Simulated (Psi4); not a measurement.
# C2H2ClO− (SMILES [O-]/C=C/Cl): HF/STO-3G

What is the vertical singlet–triplet gap of C2H2ClO− at HF/STO-3G? The job is set up through a Python script.

Program for the calculation: Psi4 1.11.

3 further runs of the same task are left out: 1 that didn't finish, 2 set aside as unsound or not needed.

### 1 The system as given

C2H2ClO− has 6 atoms, charge -1, and is taken as a singlet. SMILES: `[O-]/C=C/Cl`. Geometry: relaxed at GFN2-xTB.

Bond lengths: O1–C2 1.257 Å, C2–C3 1.354 Å, C3–Cl4 1.757 Å, C2–H5 1.122 Å, C3–H6 1.076 Å. Angles: O1–C2–C3 126.6°, C2–C3–Cl4 120.7°, O1–C2–H5 118.6°, C3–C2–H5 114.8°, C2–C3–H6 126.7°, Cl4–C3–H6 112.6°.

### 2 Energy and gradient at HF/STO-3G

run.py

```python
import psi4

psi4.set_memory('1600 MB')
psi4.set_num_threads(1)
psi4.core.set_output_file('output.dat', False)

molecule = psi4.geometry("""
-1 1
O
C 1 1.256793
C 2 1.353657 1 126.55388
Cl 3 1.757312 2 120.7092 1 -179.99984
H 2 1.122018 1 118.62391 3 -179.9842
H 3 1.075862 2 126.67928 5 -179.91284
symmetry c1
""")

psi4.set_options({
    'basis': 'STO-3G',
    'puream': True,
    'e_convergence': 1e-09,
    'd_convergence': 1e-08,
    'scf_type': 'pk',
})

E, wfn = psi4.gradient("hf", molecule=molecule, return_wfn=True)
psi4.oeprop(wfn, "MULLIKEN_CHARGES", "DIPOLE", "MAYER_INDICES", title="HF")
print('gradient / Eh bohr^-1')
print(E.np.round(6))
print(f'energy = {wfn.energy():.10f} Eh')
```

Started as:

```bash
$ python run.py
```

output.dat, cut to the lines that bear on the results:

```text
[...]
  Running in c1 symmetry.
[...]
  Nuclear repulsion =  133.728439208499907
[...]
  Multiplicity = 1
[...]
  Nalpha       = 20
  Nbeta        = 20
[...]
    Number of basis functions: 26
[...]
   @RHF iter   1:  -604.04970945320952   -1.83123e+00   1.53541e-02 ADIIS/DIIS
[...]
   @RHF iter  11:  -604.18607030663793   -6.82121e-12   7.34157e-09 DIIS
[...]
    Orbital Energies [Eh]
    ---------------------
    Doubly Occupied:
       1A   -103.413384     2A    -19.832553     3A    -10.820077
       4A    -10.702072     5A    -10.106059     6A     -7.549798
       7A     -7.545364     8A     -7.545172     9A     -0.974305
      10A     -0.807977    11A     -0.621657    12A     -0.455317
      13A     -0.311214    14A     -0.266336    15A     -0.221836
      16A     -0.179715    17A     -0.155050    18A     -0.151482
      19A     -0.011109    20A      0.072209
[...]
  @RHF Final Energy:  -604.18607030663793
   => Energetics <=
    Nuclear Repulsion Energy =            133.7284392084999070
    One-Electron Energy =               -1112.6324804020141528
    Two-Electron Energy =                 374.7179708868762873
    Total Energy =                       -604.1860703066379301
[...]
  -Total Gradient:
     Atom            X                  Y                   Z
    ------   -----------------  -----------------  -----------------
       1       -0.000019920256    -0.005405792789     0.013299733395
       2        0.000008420259    -0.024461650145     0.021238177971
       3       -0.000017789957     0.032019634967     0.015891099430
       4       -0.000012427067    -0.003190248370    -0.048213349809
       5        0.000015318428     0.006501268020    -0.001922951781
       6        0.000026398593    -0.005463211681    -0.000292709197
[...]
 Multipole Moments:
 ------------------------------------------------------------------------------------
     Multipole            Electronic (a.u.)      Nuclear  (a.u.)        Total (a.u.)
 ------------------------------------------------------------------------------------
 L = 1.  Multiply by 2.5417464519 to convert [e a0] to [Debye]
 Dipole X            :         -0.0005460            0.0011813            0.0006353
 Dipole Y            :         -0.5045796            0.3455143           -0.1590653
 Dipole Z            :          3.4757879           -2.3770324            1.0987555
 Magnitude           :                                                    1.1102098
[...]
  Mulliken Charges: (a.u.)
   Center  Symbol    Alpha    Beta     Spin     Total
       1     O     4.23205  4.23205  0.00000 -0.46409
       2     C     2.95947  2.95947  0.00000  0.08106
       3     C     3.11235  3.11235  0.00000 -0.22471
       4    CL     8.67319  8.67319  0.00000 -0.34638
       5     H     0.52127  0.52127  0.00000 -0.04253
       6     H     0.50167  0.50167  0.00000 -0.00335
   Total alpha = 20.00000, Total beta = 20.00000, Total charge = -1.00000
  Mayer Bond Indices:
[...]
```

The script printed:

```text
gradient / Eh bohr^-1
[[-2.0000e-05 -5.4060e-03  1.3300e-02]
 [ 8.0000e-06 -2.4462e-02  2.1238e-02]
 [-1.8000e-05  3.2020e-02  1.5891e-02]
 [-1.2000e-05 -3.1900e-03 -4.8213e-02]
 [ 1.5000e-05  6.5010e-03 -1.9230e-03]
 [ 2.6000e-05 -5.4630e-03 -2.9300e-04]]
energy = -604.1860703066 Eh
```

It took 3.3 s on 1 thread of Intel Xeon Platinum 8375C at 2.90GHz (Ice Lake), shared host; peak memory 0.18 GiB.

### 3 The triplet at the same level

c2h2clo.xyz

```xyz
6
C2H2ClO
O      1.821140    -0.071370     0.342620
C      0.693870    -0.142570    -0.208490
C     -0.498310     0.170440     0.351080
Cl    -1.989130     0.012370    -0.565770
H      0.636570    -0.498150    -1.271130
H     -0.664140     0.529270     1.351690
```

job.py

```python
import psi4

psi4.set_memory('1600 MB')
psi4.set_num_threads(1)
psi4.core.set_output_file('c2h2clo.out', False)

with open('c2h2clo.xyz') as f:
    atoms = ''.join(f.readlines()[2:])
m = psi4.geometry('-1 3\n' + atoms + 'symmetry c1')

options = {'basis': 'STO-3G', 'reference': 'uhf', 'puream': True, 'e_convergence': 1e-09, 'd_convergence': 1e-08, 'scf_type': 'pk', 'maxiter': 200}
psi4.set_options(options)

result = psi4.gradient("scf")
print('gradient / Eh bohr^-1')
print(result.np.round(6))
for k, v in sorted(psi4.core.scalar_variables().items()):
    print(f'{k:45s} {v:18.10f}')
```

Started as:

```bash
$ python job.py
```

c2h2clo.out, cut to the lines that bear on the results:

```text
[...]
  Running in c1 symmetry.
[...]
  Nuclear repulsion =  133.728445342700866
[...]
  Multiplicity = 3
[...]
  Nalpha       = 21
  Nbeta        = 19
[...]
    Number of basis functions: 26
[...]
   @UHF iter   1:  -603.93854981383060   -1.72007e+00   1.35935e-02 DIIS/ADIIS
[...]
   @UHF iter  19:  -604.07894415069461   -1.02318e-12   6.02957e-09 DIIS
[...]
   @S^2 Observed:                2.011514351E+00
[...]
  @UHF Final Energy:  -604.07894415069461
   => Energetics <=
    Nuclear Repulsion Energy =            133.7284453427008657
    One-Electron Energy =               -1112.3535682759452357
    Two-Electron Energy =                 374.5461787825498163
    Total Energy =                       -604.0789441506944968
  UHF NO Occupations:
  HONO-2 :   19  A 1.9967290
  HONO-1 :   20  A 1.0000000
[...]
 Multipole Moments:
 ------------------------------------------------------------------------------------
     Multipole            Electronic (a.u.)      Nuclear  (a.u.)        Total (a.u.)
 ------------------------------------------------------------------------------------
 L = 1.  Multiply by 2.5417464519 to convert [e a0] to [Debye]
 Dipole X            :         -3.5092562            2.2812148           -1.2280413
 Dipole Y            :          0.1566337            0.0218063            0.1784400
 Dipole Z            :         -0.6008593            0.7518281            0.1509688
 Magnitude           :                                                    1.2500872
[...]
  -Total Gradient:
     Atom            X                  Y                   Z
    ------   -----------------  -----------------  -----------------
       1       -0.164376810142    -0.016073818897    -0.097071760305
       2        0.035614316092     0.062702998548     0.195412783443
       3        0.088424582629    -0.039719286933    -0.090616325058
       4        0.036299609761     0.002512307040     0.018552994995
       5       -0.000730004830    -0.007862187097    -0.023353789121
       6        0.004768306502    -0.001560012660    -0.002923903951
[...]
```

Standard output:

```text
gradient / Eh bohr^-1
[[-0.164377 -0.016074 -0.097072]
 [ 0.035614  0.062703  0.195413]
 [ 0.088425 -0.039719 -0.090616]
 [ 0.0363    0.002512  0.018553]
 [-0.00073  -0.007862 -0.023354]
 [ 0.004768 -0.00156  -0.002924]]
CURRENT ENERGY                                   -604.0789441507
CURRENT REFERENCE ENERGY                         -604.0789441507
DD SOLVATION ENERGY                                 0.0000000000
HF KINETIC ENERGY                                 597.0888218148
HF POTENTIAL ENERGY                             -1201.1677659655
HF TOTAL ENERGY                                  -604.0789441507
HF VIRIAL RATIO                                     2.0117070059
NUCLEAR REPULSION ENERGY                          133.7284453427
ONE-ELECTRON ENERGY                             -1112.3535682759
PCM POLARIZATION ENERGY                             0.0000000000
PE ENERGY                                           0.0000000000
SCF ITERATION ENERGY                             -604.0789441507
SCF ITERATIONS                                     19.0000000000
SCF TOTAL ENERGY                                 -604.0789441507
TWO-ELECTRON ENERGY                               374.5461787825
```

It took 4.2 s on 1 thread of Intel Xeon Platinum 8375C at 2.90GHz (Ice Lake), shared host; peak memory 0.18 GiB.

### 4 Summary of results

Level: HF/STO-3G.

| quantity | value |
| --- | --- |
| singlet: total energy | -604.18607 Eh |
| singlet: HOMO energy | 1.96 eV |
| singlet: LUMO energy | 17.04 eV |
| singlet: HOMO–LUMO gap (to an unbound level, set by the basis) | 15.08 eV |
| singlet: largest force on an atom | 2.485 eV/Å |
| triplet: total energy | -604.07894 Eh |
| triplet: HOMO energy (highest over α and β) | 5.42 eV |
| triplet: LUMO energy (lowest over α and β) | 14.47 eV |
| triplet: ⟨S²⟩ | 2.012 |
| triplet: largest force on an atom | 10.711 eV/Å |
| vertical energy of the triplet above the singlet | 2.915 eV |

What this shows: At this shape the triplet lies 2.92 eV (281 kJ/mol) above the singlet. Its highest level lies above zero, so the electron may be held by the basis, which then sets this gap. The largest force (singlet) is 2.48 eV/Å: the shape isn't a stationary point for this species at this level. In a minimal basis such a difference can be off by several eV, whatever the method. The HOMO (singlet) lies at positive energy, 1.96 eV: the electron is unbound at this level or held by a compact basis; values depend on the basis. The HOMO (triplet) lies at positive energy, 5.42 eV: the electron is unbound at this level or held by a compact basis; values depend on the basis.
